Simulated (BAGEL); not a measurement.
**Si3H6 (SMILES [SiH2]1[SiH2][SiH2]1) at 4 levels**

We compute a comparison of 4 runs (B3LYP/6-31G*, B3LYP/cc-pVDZ, PBE0/cc-pVDZ, RI-MP2/cc-pVDZ) of Si3H6. 

Program for the calculation: BAGEL 1.2.2.

## Step 1: The system as given

Si3H6: 9 atoms, total charge 0, spin state singlet. SMILES: `[SiH2]1[SiH2][SiH2]1`. The coordinates come from a PBE0-D4/def2-TZVP relaxation.

Bond lengths: Si1–Si2 2.330 Å, Si1–Si3 2.330 Å, Si2–Si3 2.330 Å, Si1–H4 1.484 Å, Si1–H5 1.484 Å, Si2–H6 1.484 Å, Si2–H7 1.484 Å, Si3–H8 1.484 Å, Si3–H9 1.484 Å. Some angles: Si1–Si2–Si3 60.0°, Si2–Si1–Si3 60.0°, Si1–Si3–Si2 60.0°, Si1–Si2–H6 118.6°, Si1–Si2–H7 118.5°, Si3–Si2–H6 118.6°, Si3–Si2–H7 118.5°, Si2–Si1–H4 118.5°, Si2–Si1–H5 118.5°, Si3–Si1–H4 118.5°.

## Step 2: The energy at B3LYP/6-31G(d) (density fitting with qzvpp-jkfit, spherical functions) (run 1)

input.json reads:

```json
{ "bagel": [

{
  "title": "molecule",
  "basis": "6-31gs.json",
  "df_basis": "qzvpp-jkfit",
  "angstrom": true,
  "geometry": [
    { "atom": "Si", "xyz": [   -1.199300,   -0.172100,   -0.584000 ] },
    { "atom": "Si", "xyz": [    0.903000,    0.831000,   -0.550500 ] },
    { "atom": "Si", "xyz": [    0.296900,   -0.660200,    1.133600 ] },
    { "atom": "H", "xyz": [   -1.471300,   -1.214000,   -1.604800 ] },
    { "atom": "H", "xyz": [   -2.386800,    0.661400,   -0.273000 ] },
    { "atom": "H", "xyz": [    1.910400,    0.400500,   -1.551100 ] },
    { "atom": "H", "xyz": [    0.993300,    2.274300,   -0.218200 ] },
    { "atom": "H", "xyz": [    0.935100,   -1.999400,    1.160100 ] },
    { "atom": "H", "xyz": [    0.018700,   -0.121600,    2.487900 ] }
  ]
},
{ "title": "ks", "xc_func": "b3lyp" },
{ "title": "print", "file": "orbitals.molden", "orbitals": true }

]}
```

The basis set 6-31G* is read from a file made from the Basis Set Exchange's data (not shown).

On the command line:

```sh
BAGEL_NUM_THREADS=1 BAGEL input.json > input.out
```

Standard output:

```text
* using 1 threads per process

  ===============================================================
  ===============================================================

  *** Geometry ***

  { "atom" : "Si", "xyz" : [     -2.266349,     -0.325222,     -1.103600 ] },
  { "atom" : "Si", "xyz" : [      1.706423,      1.570362,     -1.040294 ] },
  { "atom" : "Si", "xyz" : [      0.561060,     -1.247597,      2.142194 ] },
  { "atom" : "H", "xyz" : [     -2.780354,     -2.294128,     -3.032632 ] },
  { "atom" : "H", "xyz" : [     -4.510398,      1.249865,     -0.515895 ] },
  { "atom" : "H", "xyz" : [      3.610133,      0.756835,     -2.931154 ] },
  { "atom" : "H", "xyz" : [      1.877065,      4.297804,     -0.412338 ] },
  { "atom" : "H", "xyz" : [      1.767083,     -3.778318,      2.192271 ] },
  { "atom" : "H", "xyz" : [      0.035338,     -0.229791,      4.701450 ] },

  Number of auxiliary basis functions:      492

  Since a DF basis is specified, we compute 2- and 3-index integrals:
    o Being stored without compression. Storage requirement is 0.017 GB

  Number of basis functions:       66
  Number of electrons      :       48

    * METHOD: MOLECULE                             0.23

  *** Kohn-Sham DFT ***

    * Removing 15634 points whose weight is below 1.00e-10
    * Grid points: 118520

  === Nuclear Repulsion ===
   192.6106981770

       - DIIS with orbital gradients will be used.

  === KS iteration (b3lyp / 6-31gs.json) ===
      0       -848.43853937          0.12487389           0.38
      1       -863.75090524          0.07546891           0.45
      2       -861.19902094          0.12699566           0.35
      3       -871.03868268          0.04373284           0.35
      4       -871.84065927          0.02241720           0.34
      5       -872.01941055          0.00531887           0.35
      6       -872.03787345          0.00114655           0.35
      7       -872.03842218          0.00004981           0.34
      8       -872.03842293          0.00002372           0.39
      9       -872.03842332          0.00000431           0.36
     10       -872.03842333          0.00000036           0.33
     11       -872.03842333          0.00000014           0.33
     12       -872.03842333          0.00000004           0.34
     13       -872.03842333          0.00000001           0.34
    * SCF iteration converged.

    * Permanent dipole moment:
           (   -0.000396,     0.000890,     0.000600) a.u.

    * METHOD: KS                                   5.65

    * METHOD: PRINT                                0.02

  ===============================================================
```

Wall time 6.3 s (1 thread of AMD EPYC 7B13 (Zen 3), shared host); peak memory 0.41 GiB.

## Step 3: A single-point energy at B3LYP/cc-pVDZ (density fitting with qzvpp-jkfit) (run 2)

job.json reads:

```json
{ "bagel" : [

{
  "title" : "molecule",
  "basis" : "cc-pvdz.json",
  "df_basis" : "qzvpp-jkfit",
  "angstrom" : true,
  "geometry" : [
    { "atom" : "Si", "xyz" : [      -1.199300,      -0.172100,      -0.584000 ] },
    { "atom" : "Si", "xyz" : [       0.903000,       0.831000,      -0.550500 ] },
    { "atom" : "Si", "xyz" : [       0.296900,      -0.660200,       1.133600 ] },
    { "atom" : "H", "xyz" : [      -1.471300,      -1.214000,      -1.604800 ] },
    { "atom" : "H", "xyz" : [      -2.386800,       0.661400,      -0.273000 ] },
    { "atom" : "H", "xyz" : [       1.910400,       0.400500,      -1.551100 ] },
    { "atom" : "H", "xyz" : [       0.993300,       2.274300,      -0.218200 ] },
    { "atom" : "H", "xyz" : [       0.935100,      -1.999400,       1.160100 ] },
    { "atom" : "H", "xyz" : [       0.018700,      -0.121600,       2.487900 ] }
  ]
},

{ "title" : "ks", "xc_func" : "b3lyp" },

{ "title" : "print", "file" : "orbitals.molden", "orbitals" : true }

]}
```

The basis set cc-pVDZ is read from a file made from the Basis Set Exchange's data (not shown).

On the command line:

```sh
BAGEL_NUM_THREADS=1 BAGEL job.json > job.out
```

Standard output:

```text
* using 1 threads per process

  ===============================================================
  ===============================================================

  *** Geometry ***

  { "atom" : "Si", "xyz" : [     -2.266349,     -0.325222,     -1.103600 ] },
  { "atom" : "Si", "xyz" : [      1.706423,      1.570362,     -1.040294 ] },
  { "atom" : "Si", "xyz" : [      0.561060,     -1.247597,      2.142194 ] },
  { "atom" : "H", "xyz" : [     -2.780354,     -2.294128,     -3.032632 ] },
  { "atom" : "H", "xyz" : [     -4.510398,      1.249865,     -0.515895 ] },
  { "atom" : "H", "xyz" : [      3.610133,      0.756835,     -2.931154 ] },
  { "atom" : "H", "xyz" : [      1.877065,      4.297804,     -0.412338 ] },
  { "atom" : "H", "xyz" : [      1.767083,     -3.778318,      2.192271 ] },
  { "atom" : "H", "xyz" : [      0.035338,     -0.229791,      4.701450 ] },

  Number of auxiliary basis functions:      492

  Since a DF basis is specified, we compute 2- and 3-index integrals:
    o Being stored without compression. Storage requirement is 0.028 GB

  Number of basis functions:       84
  Number of electrons      :       48

    * METHOD: MOLECULE                             0.27

  *** Kohn-Sham DFT ***

    * Removing 15634 points whose weight is below 1.00e-10
    * Grid points: 118520

  === Nuclear Repulsion ===
   192.6106981770

       - DIIS with orbital gradients will be used.

  === KS iteration (b3lyp / cc-pvdz.json) ===
      0       -853.39472185          0.08781738           0.50
      1       -863.63887549          0.07170350           0.65
      2       -861.54354278          0.08914388           0.42
      3       -871.89395275          0.01417475           0.59
      4       -872.04844463          0.00941787           0.40
      5       -872.06424961          0.00676838           0.39
      6       -872.08752733          0.00053993           0.42
      7       -872.08773792          0.00004332           0.41
      8       -872.08773903          0.00003628           0.41
      9       -872.08774003          0.00000399           0.40
     10       -872.08774004          0.00000101           0.40
     11       -872.08774004          0.00000078           0.41
     12       -872.08774004          0.00000007           0.40
     13       -872.08774004          0.00000004           0.40
     14       -872.08774004          0.00000001           0.40
     15       -872.08774004          0.00000000           0.41
    * SCF iteration converged.

    * Permanent dipole moment:
           (   -0.000354,     0.000798,     0.000537) a.u.

    * METHOD: KS                                   7.91

    * METHOD: PRINT                                0.03

  ===============================================================
```

It took 8.7 s on 1 thread of AMD EPYC 7B13 (Zen 3), shared host; peak memory 0.48 GiB.

## Step 4: A single-point energy at PBE0/cc-pVDZ (density fitting with qzvpp-jkfit) (run 3)

calc.json reads:

```json
{ "bagel" : [

{
  "title" : "molecule",
  "basis" : "cc-pvdz.json",
  "df_basis" : "qzvpp-jkfit",
  "angstrom" : true,
  "geometry" : [
    { "atom" : "Si", "xyz" : [   -1.199300,   -0.172100,   -0.584000 ] },
    { "atom" : "Si", "xyz" : [    0.903000,    0.831000,   -0.550500 ] },
    { "atom" : "Si", "xyz" : [    0.296900,   -0.660200,    1.133600 ] },
    { "atom" : "H", "xyz" : [   -1.471300,   -1.214000,   -1.604800 ] },
    { "atom" : "H", "xyz" : [   -2.386800,    0.661400,   -0.273000 ] },
    { "atom" : "H", "xyz" : [    1.910400,    0.400500,   -1.551100 ] },
    { "atom" : "H", "xyz" : [    0.993300,    2.274300,   -0.218200 ] },
    { "atom" : "H", "xyz" : [    0.935100,   -1.999400,    1.160100 ] },
    { "atom" : "H", "xyz" : [    0.018700,   -0.121600,    2.487900 ] }
  ]
},
{
  "title" : "ks",
  "xc_func" : "pbe0"
},
{
  "title" : "print",
  "file" : "orbitals.molden",
  "orbitals" : true
}

]}
```

The basis set cc-pVDZ is read from a file made from the Basis Set Exchange's data (not shown).

On the command line:

```sh
BAGEL_NUM_THREADS=1 BAGEL calc.json > calc.out
```

Standard output:

```text
* using 1 threads per process

  ===============================================================
  ===============================================================

  *** Geometry ***

  { "atom" : "Si", "xyz" : [     -2.266349,     -0.325222,     -1.103600 ] },
  { "atom" : "Si", "xyz" : [      1.706423,      1.570362,     -1.040294 ] },
  { "atom" : "Si", "xyz" : [      0.561060,     -1.247597,      2.142194 ] },
  { "atom" : "H", "xyz" : [     -2.780354,     -2.294128,     -3.032632 ] },
  { "atom" : "H", "xyz" : [     -4.510398,      1.249865,     -0.515895 ] },
  { "atom" : "H", "xyz" : [      3.610133,      0.756835,     -2.931154 ] },
  { "atom" : "H", "xyz" : [      1.877065,      4.297804,     -0.412338 ] },
  { "atom" : "H", "xyz" : [      1.767083,     -3.778318,      2.192271 ] },
  { "atom" : "H", "xyz" : [      0.035338,     -0.229791,      4.701450 ] },

  Number of auxiliary basis functions:      492

  Since a DF basis is specified, we compute 2- and 3-index integrals:
    o Being stored without compression. Storage requirement is 0.028 GB

  Number of basis functions:       84
  Number of electrons      :       48

    * METHOD: MOLECULE                             0.24

  *** Kohn-Sham DFT ***

    * Removing 15634 points whose weight is below 1.00e-10
    * Grid points: 118520

  === Nuclear Repulsion ===
   192.6106981770

       - DIIS with orbital gradients will be used.

  === KS iteration (pbe0 / cc-pvdz.json) ===
      0       -853.01912209          0.08752729           0.44
      1       -863.12945465          0.07351552           0.76
      2       -861.89641072          0.08841754           0.40
      3       -871.51086743          0.01288210           0.47
      4       -871.63666791          0.00775655           0.40
      5       -871.64909217          0.00524682           0.41
      6       -871.66308251          0.00048215           0.38
      7       -871.66325012          0.00005316           0.39
      8       -871.66325221          0.00001294           0.40
      9       -871.66325231          0.00000443           0.40
     10       -871.66325233          0.00000041           0.39
     11       -871.66325233          0.00000024           0.40
     12       -871.66325233          0.00000002           0.39
     13       -871.66325233          0.00000000           0.41
    * SCF iteration converged.

    * Permanent dipole moment:
           (   -0.000324,     0.000749,     0.000513) a.u.

    * METHOD: KS                                   6.95

    * METHOD: PRINT                                0.03

  ===============================================================
```

It took 7.5 s on 1 thread of AMD EPYC 7B13 (Zen 3), shared host; peak memory 0.48 GiB.

## Step 5: The energy at RI-MP2/cc-pVDZ (density fitting with qzvpp-jkfit) (run 4)

calc.json reads:

```json
{ "bagel": [

{
  "title": "molecule",
  "basis": "cc-pvdz.json",
  "df_basis": "qzvpp-jkfit",
  "angstrom": true,
  "geometry": [
    { "atom": "Si", "xyz": [   -1.199300,   -0.172100,   -0.584000 ] },
    { "atom": "Si", "xyz": [    0.903000,    0.831000,   -0.550500 ] },
    { "atom": "Si", "xyz": [    0.296900,   -0.660200,    1.133600 ] },
    { "atom": "H", "xyz": [   -1.471300,   -1.214000,   -1.604800 ] },
    { "atom": "H", "xyz": [   -2.386800,    0.661400,   -0.273000 ] },
    { "atom": "H", "xyz": [    1.910400,    0.400500,   -1.551100 ] },
    { "atom": "H", "xyz": [    0.993300,    2.274300,   -0.218200 ] },
    { "atom": "H", "xyz": [    0.935100,   -1.999400,    1.160100 ] },
    { "atom": "H", "xyz": [    0.018700,   -0.121600,    2.487900 ] }
  ]
},
{ "title": "hf" },
{ "title": "mp2", "ncore": 15 }

]}
```

The basis set cc-pVDZ is read from a file made from the Basis Set Exchange's data (not shown).

On the command line:

```sh
BAGEL_NUM_THREADS=1 BAGEL calc.json > calc.out
```

Standard output:

```text
* using 1 threads per process

  ===============================================================
  ===============================================================

  *** Geometry ***

  { "atom" : "Si", "xyz" : [     -2.266349,     -0.325222,     -1.103600 ] },
  { "atom" : "Si", "xyz" : [      1.706423,      1.570362,     -1.040294 ] },
  { "atom" : "Si", "xyz" : [      0.561060,     -1.247597,      2.142194 ] },
  { "atom" : "H", "xyz" : [     -2.780354,     -2.294128,     -3.032632 ] },
  { "atom" : "H", "xyz" : [     -4.510398,      1.249865,     -0.515895 ] },
  { "atom" : "H", "xyz" : [      3.610133,      0.756835,     -2.931154 ] },
  { "atom" : "H", "xyz" : [      1.877065,      4.297804,     -0.412338 ] },
  { "atom" : "H", "xyz" : [      1.767083,     -3.778318,      2.192271 ] },
  { "atom" : "H", "xyz" : [      0.035338,     -0.229791,      4.701450 ] },

  Number of auxiliary basis functions:      492

  Since a DF basis is specified, we compute 2- and 3-index integrals:
    o Being stored without compression. Storage requirement is 0.028 GB

  Number of basis functions:       84
  Number of electrons      :       48

    * METHOD: MOLECULE                             0.24

  *** RHF ***

  === Nuclear Repulsion ===
   192.6106981770

      * DIIS with orbital gradients will be used.

  === RHF iteration (cc-pvdz.json) ===
      0       -870.13781042          0.01063297           0.07
      1       -870.22112636          0.00394900           0.06
      2       -870.23061204          0.00128332           0.07
      3       -870.23186076          0.00011208           0.06
      4       -870.23187397          0.00001566           0.06
      5       -870.23187438          0.00000416           0.06
      6       -870.23187440          0.00000104           0.06
      7       -870.23187440          0.00000026           0.06
      8       -870.23187440          0.00000001           0.06
      9       -870.23187440          0.00000000           0.08
    * SCF iteration converged.

    * Permanent dipole moment:
           (   -0.000459,     0.001007,     0.000703) a.u.

    * METHOD: HF                                   0.82

  *** RHF ***

  === Nuclear Repulsion ===
   192.6106981770

      * DIIS with orbital gradients will be used.

  === RHF iteration (cc-pvdz.json) ===
      0       -870.23187440          0.00000000           0.06
    * SCF iteration converged.

    * Permanent dipole moment:
           (   -0.000459,     0.001006,     0.000703) a.u.

  === DF-MP2 calculation ===

    * freezing 15 orbitals
    * 3-index integral transformation done
    * assembly done

      MP2 correlation energy:   -0.2984297732      0.02

      MP2 total energy:       -870.5303041708

    * METHOD: MP2                                  0.16

  ===============================================================
```

It took 1.5 s on 1 thread of AMD EPYC 7B13 (Zen 3), shared host; peak memory 0.12 GiB.

## Step 6: The series

```
run                                                                 level  frozen core orbitals  energy (Eh)  dipole moment (D)  HOMO energy (eV)  LUMO energy (eV)  wall time
  1  B3LYP/6-31G* (density fitting with qzvpp-jkfit, spherical functions)                     –  -872.038423               0.00             -6.65             -0.74      6.3 s
  2                      B3LYP/cc-pVDZ (density fitting with qzvpp-jkfit)                     –  -872.087740               0.00             -6.67             -0.93      8.7 s
  3                       PBE0/cc-pVDZ (density fitting with qzvpp-jkfit)                     –  -871.663252               0.00             -6.91             -0.91      7.5 s
  4                     RI-MP2/cc-pVDZ (density fitting with qzvpp-jkfit)                    15  -870.530304                  –                 –                 –      1.5 s
```

## Step 7: Results

| quantity | value |
| --- | --- |
| run 4: total energy | -870.53030 Eh |
| run 4: correlation energy (15 core orbitals frozen) | -298.4 mEh |

In words: Over runs 1, 2, 3 the HOMO–LUMO gap runs from 5.74 eV (B3LYP/cc-pVDZ) to 6.00 eV (PBE0/cc-pVDZ). Totals of different functionals can't be ranked against each other. All runs together took 24 s, the longest 8.7 s.
